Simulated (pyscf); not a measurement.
# Addition across a multiple bond or ene-type step: allene (H₂C=C=CH₂) + hydrogen bromide (HBr) -> H₂C=C(CH₃)–Br

Gas phase, singlet surface, charge 0. Bonds broken: Br8–H9. Bonds formed: C1–H9, C2–Br8. Single points on ωB97X-D3(BJ)/def2-SVP structures (PySCF, gas phase). Correlated levels are frozen-core, on RHF or UHF. ΔMP2 is the change of the MP2 total energy from the triple- to the quadruple-zeta basis.

Transition state (Å):

```xyz
9

C     -0.2961     1.0253    -0.4760
C     -0.5672    -0.0684     0.3296
C     -0.9041    -1.1587     0.9422
H     -1.1503     1.6736    -0.7099
H      0.4396     0.8633    -1.2743
H     -0.6375    -1.3591     1.9808
H     -1.4824    -1.8925     0.3630
Br     0.8699     1.3769     2.3156
H      0.3031     1.5519     0.4563
```

One imaginary mode, 1375i cm⁻¹; descent along it reached the two sides named, in the forms told below.

```
bond    change  reactant side (Å)  saddle  product side
------  ------  -----------------  ------  ------------
Br8–H9  breaks              1.426   1.952           2.8
C1–H9    forms              2.556   1.227         1.097
C2–Br8   forms                3.7     2.8         1.898
```

Electronic energies relative to the separated reactants (kcal/mol):

| level | barrier | reaction energy | reverse barrier |
|---|---|---|---|
| ωB97X-D3(BJ)/def2-TZVP | 32.8 | -36.4 | 69.1 |
| PBE/def2-TZVP | 26.0 | -31.2 | 57.2 |
| r²SCAN/def2-TZVP | 26.6 | -32.9 | 59.5 |
| B3LYP-D3(BJ)/def2-TZVP | 29.3 | -31.0 | 60.4 |
| PBE0-D3(BJ)/def2-TZVP | 28.2 | -35.6 | 63.8 |
| M06-2X/def2-TZVP | 33.1 | -33.2 | 66.3 |
| ωB97M-D3(BJ)/def2-TZVP | 33.4 | -31.8 | 65.2 |
| HF/def2-TZVP | 41.5 | -27.3 | 68.8 |
| MP2/def2-QZVPP | 36.0 | -36.9 | 72.9 |
| CCSD/def2-TZVPP | 39.6 | -32.3 | 71.9 |
| CCSD(T)/def2-TZVPP | 37.5 | -32.9 | 70.4 |
| CCSD(T)/def2-TZVPP + ΔMP2(QZVPP) | 36.2 | -33.1 | 69.3 |

With CCSD(T)/def2-TZVPP + ΔMP2(QZVPP) energies and thermal terms (ideal gas, 1 atm, RRHO with modes under 100 cm⁻¹ raised to 100, one conformer, R ln 2 for chiral ones without a mode under 150 cm⁻¹), in kcal/mol:

```tsv
T (K)	ΔH‡	ΔG‡	ΔH	ΔG
298	35.6	44.4	-28.7	-19.0
600	35.6	53.4	-29.0	-9.0
900	35.9	62.2	-28.7	+0.9
1200	36.4	70.9	-28.1	+10.7
```

On the product side the descent ends in a point that may be a rotor saddle (no frequency run), 2.5 kcal/mol over the lowest minimum found and 66.6 kcal/mol under the saddle at ωB97X-D3(BJ)/def2-TZVP. The same reactants have a lower exit, to HC≡C–CH₃ + HBr (barrier +28.3 kcal/mol at ωB97M-D3(BJ)/def2-TZVP, against +33.4 kcal/mol here). One saddle was located; it need not be the lowest between these sides. The CCSD(T) − MP2 part came from Ansatz, without density fitting, on the same reference. The frozen core leaves the outer d or s,p core shells of the metals and heavy elements correlated in the MP2 and CC values, and def2-TZVPP describes them poorly, which can shift differences by a few kcal/mol. Elements up to Kr have no core potential and no relativistic terms here.
